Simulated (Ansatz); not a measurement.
# UHF/STO-3G run of CH5BN (SMILES B[N]C)

Aim: the vertical doublet–quartet gap of CH5BN at UHF/STO-3G, from 2 runs. 

The results are computed with Ansatz 0.2.0.

61 further runs of the same task are left out: 61 set aside as unsound or not needed.

### Step 1. The system as given

The species is CH5BN (8 atoms), meant as a doublet with charge 0. SMILES: `B[N]C`. Geometry: relaxed at PBE0-D4/def2-TZVP.

Bond lengths: B1–N2 1.332 Å, N2–C3 1.390 Å, B1–H4 1.210 Å, B1–H5 1.203 Å, C3–H6 1.096 Å, C3–H7 1.096 Å, C3–H8 1.102 Å. Angles: B1–N2–C3 164.6°, N2–B1–H4 118.7°, N2–B1–H5 121.1°, N2–C3–H6 112.2°, N2–C3–H7 112.2°, N2–C3–H8 109.0°, H4–B1–H5 120.3°, H6–C3–H7 109.2°, H6–C3–H8 107.0°, H7–C3–H8 107.0°.

### Step 2. The energy at UHF/STO-3G

input.yaml

```yaml
crystal:
  periodic: [false, false, false]
  atoms:
    - {symbol: B, position_ang: [-0.373900, 1.096100, -0.965000]}
    - {symbol: N, position_ang: [0.058500, 0.275600, -0.008700]}
    - {symbol: C, position_ang: [0.339600, -0.835900, 0.776800]}
    - {symbol: H, position_ang: [-1.007800, 0.632300, -1.885400]}
    - {symbol: H, position_ang: [-0.143000, 2.276400, -0.921600]}
    - {symbol: H, position_ang: [-0.096400, -0.755000, 1.778600]}
    - {symbol: H, position_ang: [1.416200, -1.018200, 0.865300]}
    - {symbol: H, position_ang: [-0.101000, -1.728600, 0.304400]}
basis:
  gaussian:
    orbitals: STO-3G
hamiltonian:
  xc: hf
output: {orbitals: {seedname: orbitals}}
accuracy: high
magnetization:
  spin_polarized: true
  initial_magnetization: 1
```

On the command line:

```sh
ansatz run input.yaml --threads 1 --pin off --max-ram 3480MiB --events-out events.jsonl --progress --plain --runs-dir runs
```

What it wrote:

```text
Warning: RAYON_NUM_THREADS=1 ignored (pool sized by the plan → 1); use --threads N
Functional definition: HF
  name "HF"
  exchange = exact_x
  correlation = 0
368 factors; integrals over basis functions are off by at most 1.1e-8 eV
mean field evaluation 1: about -3219.9020 eV, gradient 1.3e1 eV
mean field evaluation 2: about -3220.0041 eV, gradient 1.3e1 eV
mean field evaluation 4: about -3221.7493 eV, gradient 1.9e0 eV
mean field evaluation 8: about -3221.8160 eV, gradient 7.9e-3 eV
mean field -3221.81410454 eV, -118.3994845179 hartree, gradient 2.6e-8 eV, S^2 0.782608; 0 other end points of the search recorded, 0 dependent functions left out
reference -3221.81410454 eV, -118.3994845179 hartree; 12, 11 occupied and 8, 9 virtual orbitals, 368 factors
Total energy: -3221.81410454 eV, -118.3994845179 hartree
```

Run time: 0.22 s. Hardware: 1 thread of Arm Neoverse N1, shared host.

### Step 3. The quartet, same level

run.yaml

```yaml
crystal:
  periodic: [false, false, false]
  atoms:
    - symbol: B
      position_ang: [-0.373900, 1.096100, -0.965000]
    - symbol: N
      position_ang: [0.058500, 0.275600, -0.008700]
    - symbol: C
      position_ang: [0.339600, -0.835900, 0.776800]
    - symbol: H
      position_ang: [-1.007800, 0.632300, -1.885400]
    - symbol: H
      position_ang: [-0.143000, 2.276400, -0.921600]
    - symbol: H
      position_ang: [-0.096400, -0.755000, 1.778600]
    - symbol: H
      position_ang: [1.416200, -1.018200, 0.865300]
    - symbol: H
      position_ang: [-0.101000, -1.728600, 0.304400]
basis:
  gaussian:
    orbitals: STO-3G
magnetization:
  spin_polarized: true
  initial_magnetization: 3
hamiltonian:
  xc: hf
accuracy: high
output: {orbitals: {seedname: orbitals}}
```

On the command line:

```sh
ansatz run run.yaml --threads 1 --pin off --max-ram 3480MiB --events-out events.jsonl --progress --plain --runs-dir runs
```

What it wrote:

```text
Warning: RAYON_NUM_THREADS=1 ignored (pool sized by the plan → 1); use --threads N
[... 4 set-up lines as earlier in the session ...]
368 factors; integrals over basis functions are off by at most 1.1e-8 eV
mean field evaluation 1: about -3213.2678 eV, gradient 1.6e1 eV
mean field evaluation 2: about -3213.3914 eV, gradient 1.6e1 eV
mean field evaluation 4: about -3215.8611 eV, gradient 1.9e0 eV
mean field evaluation 8: about -3215.9228 eV, gradient 5.3e-4 eV
mean field -3215.92036479 eV, -118.1828935768 hartree, gradient 2.0e-8 eV, S^2 3.775420; 0 other end points of the search recorded, 0 dependent functions left out
reference -3215.92036479 eV, -118.1828935768 hartree; 13, 10 occupied and 7, 10 virtual orbitals, 368 factors
Total energy: -3215.92036479 eV, -118.1828935768 hartree
```

Run time: 0.22 s. Hardware: 1 thread of Arm Neoverse N1, shared host.

### Step 4. Summary of results

At UHF/STO-3G:

| quantity | value |
| --- | --- |
| doublet: total energy | -118.39948 Eh |
| doublet: HOMO energy (highest over α and β) | -8.69 eV |
| doublet: LUMO energy (lowest over α and β) | 7.06 eV |
| doublet: ⟨S²⟩ | 0.783 |
| quartet: total energy | -118.18289 Eh |
| quartet: HOMO energy (highest over α and β) | -2.45 eV |
| quartet: LUMO energy (lowest over α and β) | 4.07 eV |
| quartet: ⟨S²⟩ | 3.775 |
| vertical energy of the quartet above the doublet | 5.894 eV |

**Reading.** At this shape the quartet lies 5.89 eV (569 kJ/mol) above the doublet. In a minimal basis such a difference can be off by several eV, whatever the method.
